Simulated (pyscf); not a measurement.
Routes from H₂N–InH₂ + hydrogen (H₂)

Candidate steps break at most two bonds and form at most two. Each was searched with GFN2-xTB (tblite) first. PySCF, gas phase, ωB97X-D3(BJ)/def2-SVP geometries. Energies: ωB97M-D3(BJ)/def2-TZVP, kJ/mol, from the separated reactants, singlet surface; ΔG‡ with ideal gas, 1 atm, RRHO with modes under 100 cm⁻¹ raised to 100, one conformer, R ln 2 for chiral ones without a mode under 150 cm⁻¹.

```csv
products,type,ΔE‡,ΔE,ΔG‡ 298 K,ΔG‡ 900 K,ν‡ (cm⁻¹)
NH₃ + InH₃,four-centre exchange,80.1,-3.8,117.9,194.9,1302i
H₂N–InH₂ + H₂,four-centre exchange,171.0,0.0,203.9,274.4,1683i
```

Row 1: On the product side the descent ends in an adduct with a In–N contact, 90.8 kJ/mol under the separated species and 164.2 kJ/mol under the saddle at ωB97X-D3(BJ)/def2-TZVP. 

Plain bond fissions and candidates not yet searched are not listed, and one of them may be faster. Each barrier is that of the saddle found; lower ones may exist. Elements past Kr carry the def2 core potentials, without spin-orbit coupling.
